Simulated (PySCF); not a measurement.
Computed with PBE-D3(BJ)/def2-TZVP (PySCF). Isolated molecules, 0 K electronic values unless said otherwise. Delta-SCF ions had no search for a lower state. Excitations are Tamm–Dancoff values on a coarser integration grid. The basis has no diffuse functions, so Rydberg states are missing or too high.

Reference species (SMILES): `[OH+]=C=C` (not the most basic site) (charge +1, multiplicity 1).

| Item | Result |
|---|---|
| S1 excitation (TDA) | 4.24 eV |
| LUMO | -9.95 eV |
| hole reorganisation energy (four-point) | 1.168 eV |
| vertical ionisation energy (Delta-SCF) | 18.10 eV |

Changed species: `O=[C+]C` (proton added at C1; the reference has proton added at O3).

Task: Predict the effect on the S1 excitation (TDA), LUMO, hole reorganisation energy (four-point) and vertical ionisation energy (Delta-SCF).

Result: the S1 excitation (TDA) rises by 3.76 eV, to 8.00 eV; the LUMO rises by 0.39 eV, to -9.56 eV; the hole reorganisation energy (four-point) goes up by 1.506 eV, to 2.674 eV; the vertical ionisation energy (Delta-SCF) increases by 3.56 eV, to 21.66 eV.
